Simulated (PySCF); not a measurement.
A geometry optimisation, step by step.

Species: AlFH5N.
Atom-mapped SMILES: `[NH3+:1][AlH2-:2][F:3]` (hydrogens: H4, H5, H6 on N1; H7, H8 on Al2)

Method: PBE0-D3(BJ)/def2-SVP geometry optimisation, gas phase (PySCF); density fitting, grid level 1; the optimiser is geomeTRIC in internal coordinates, started from a GFN2-xTB structure with every atom displaced at random (about 0.01 Å). The frame can shift and turn from step to step; on so coarse a grid that alone can change the energy by a few meV, and forces under 0.02 eV/Å are noise.

Step 0: E = -10875.0472 eV, largest atomic force 1.808 eV/Å
```
atom  x, y, z in Å  |  force x, y, z in eV/Å
N1     -0.969   -0.045   -0.061    0.117   1.603  -0.829
Al2     1.076   -0.065    0.046   -0.284  -0.339  -0.201
F3      1.198    1.560    0.361    0.084   0.943   0.203
H4     -1.313    0.328    0.821   -0.185  -0.052   0.167
H5     -1.254    0.642   -0.799    0.304  -0.653   0.728
H6     -1.440   -0.903   -0.271   -0.387  -0.829  -0.045
H7      1.450   -0.520   -1.383    0.211  -0.174  -0.768
H8      1.305   -1.017    1.233    0.140  -0.500   0.745
```

Step 1: E = -10875.0957 eV, largest atomic force 0.496 eV/Å
```
atom  x, y, z in Å  |  force x, y, z in eV/Å
N1     -0.989    0.003   -0.090    0.168  -0.395   0.144
Al2     1.061   -0.118    0.130    0.064   0.003   0.161
F3      1.203    1.551    0.425    0.000  -0.211  -0.039
H4     -1.494    0.430    0.687    0.125   0.098  -0.022
H5     -0.999    0.642   -0.879   -0.396   0.196  -0.224
H6     -1.486   -0.856   -0.346    0.138   0.165  -0.078
H7      1.452   -0.583   -1.362   -0.067   0.063   0.119
H8      1.306   -1.087    1.384   -0.031   0.081  -0.061
```

Step 2: E = -10875.1214 eV, largest atomic force 0.215 eV/Å
```
atom  x, y, z in Å  |  force x, y, z in eV/Å
N1     -0.981    0.002   -0.102    0.161   0.051  -0.133
Al2     1.066   -0.121    0.137   -0.017   0.031   0.033
F3      1.215    1.542    0.430    0.019  -0.070   0.018
H4     -1.470    0.425    0.688    0.038   0.013   0.053
H5     -1.053    0.652   -0.888   -0.182  -0.033   0.028
H6     -1.471   -0.856   -0.356    0.014  -0.011  -0.021
H7      1.453   -0.578   -1.348    0.002  -0.002   0.013
H8      1.296   -1.084    1.389   -0.034   0.022   0.009
```

Step 3: E = -10875.1342 eV, largest atomic force 0.221 eV/Å
```
atom  x, y, z in Å  |  force x, y, z in eV/Å
N1     -0.971    0.006   -0.119    0.019   0.178  -0.128
Al2     1.071   -0.116    0.134   -0.066  -0.003  -0.036
F3      1.234    1.538    0.450    0.036   0.033   0.015
H4     -1.437    0.414    0.692    0.006  -0.065   0.054
H5     -1.119    0.659   -0.893   -0.002  -0.041   0.032
H6     -1.450   -0.860   -0.365   -0.016  -0.077   0.047
H7      1.469   -0.582   -1.341    0.047  -0.002  -0.024
H8      1.258   -1.078    1.390   -0.025  -0.024   0.040
```

Step 4: E = -10875.1394 eV, largest atomic force 0.160 eV/Å
```
atom  x, y, z in Å  |  force x, y, z in eV/Å
N1     -0.969    0.011   -0.131   -0.055   0.132  -0.073
Al2     1.070   -0.112    0.131   -0.017   0.004  -0.067
F3      1.256    1.537    0.455    0.016   0.046   0.024
H4     -1.419    0.400    0.699    0.000  -0.056   0.028
H5     -1.163    0.663   -0.896    0.054  -0.030   0.029
H6     -1.438   -0.865   -0.364    0.004  -0.056   0.048
H7      1.501   -0.574   -1.337    0.028  -0.015  -0.011
H8      1.216   -1.078    1.392   -0.030  -0.025   0.022
```

Step 5: E = -10875.1422 eV, largest atomic force 0.080 eV/Å
```
atom  x, y, z in Å  |  force x, y, z in eV/Å
N1     -0.967    0.017   -0.141   -0.071   0.037  -0.003
Al2     1.070   -0.105    0.123   -0.006  -0.004  -0.023
F3      1.272    1.539    0.468    0.010   0.021  -0.001
H4     -1.403    0.386    0.706    0.001  -0.011  -0.002
H5     -1.192    0.667   -0.897    0.040  -0.013   0.014
H6     -1.421   -0.871   -0.359    0.021  -0.015   0.011
H7      1.529   -0.573   -1.336    0.013   0.005   0.003
H8      1.167   -1.078    1.386   -0.009  -0.019   0.001
```

Step 6: E = -10875.1426 eV, largest atomic force 0.034 eV/Å
```
atom  x, y, z in Å  |  force x, y, z in eV/Å
N1     -0.969    0.018   -0.142   -0.027  -0.004   0.021
Al2     1.068   -0.103    0.122    0.009   0.010  -0.006
F3      1.278    1.539    0.468   -0.001  -0.001   0.004
H4     -1.405    0.383    0.708    0.000   0.001  -0.007
H5     -1.193    0.668   -0.897    0.010   0.002  -0.007
H6     -1.417   -0.874   -0.359    0.015   0.000  -0.003
H7      1.539   -0.567   -1.334   -0.002  -0.002   0.003
H8      1.154   -1.082    1.383   -0.005  -0.007  -0.006
```

Step 7: E = -10875.1428 eV, largest atomic force under 0.02 eV/Å
```
atom  x, y, z in Å  |  force x, y, z in eV/Å
N1     -0.969    0.019   -0.142    0.000  -0.003   0.010
Al2     1.068   -0.102    0.123    0.001   0.006   0.009
F3      1.278    1.540    0.472    0.000  -0.008   0.001
H4     -1.408    0.382    0.707   -0.002   0.003  -0.005
H5     -1.190    0.668   -0.898   -0.004   0.000  -0.005
H6     -1.414   -0.874   -0.360    0.006   0.003  -0.005
H7      1.540   -0.564   -1.333   -0.002   0.003   0.000
H8      1.149   -1.086    1.381    0.001  -0.003  -0.005
```

Q: Summarise the path.

A: The energy falls by 2.20 kcal/mol from step 0 to step 7; nine tenths of that is first reached at step 3. It falls at every step. The largest force goes from 1.808 to under 0.02 eV/Å. Among the bonds Al2–H8 changes most, from 1.539 to 1.599 Å; the atoms move by 0.048 Å rms after alignment.

Q: Follow the three bonds and two angles with the largest change from start to end.

A: 
```tsv
step	E above end (kcal/mol)	largest force (eV/Å)	Al2–H8 (Å)	Al2–H7 (Å)	Al2–F3 (Å)	Al2–N1–H6 (°)	Al2–N1–H4 (°)
0	2.20	1.808	1.539	1.545	1.660	118.2	107.3
1	1.08	0.496	1.603	1.611	1.701	117.3	115.7
2	0.49	0.215	1.596	1.601	1.696	117.0	114.2
3	0.20	0.221	1.593	1.598	1.691	116.4	112.2
4	0.08	0.160	1.595	1.598	1.691	115.6	110.8
5	0.01	0.080	1.598	1.599	1.691	114.6	109.7
6	0.00	0.034	1.599	1.599	1.692	114.2	109.7
7	0.00	under 0.02	1.599	1.599	1.692	114.0	109.8
```

The cost below is that of the whole optimisation. Time: 8.3 s; peak memory 0.31 GiB. Hardware: Arm Neoverse V2, one thread, on a shared host.
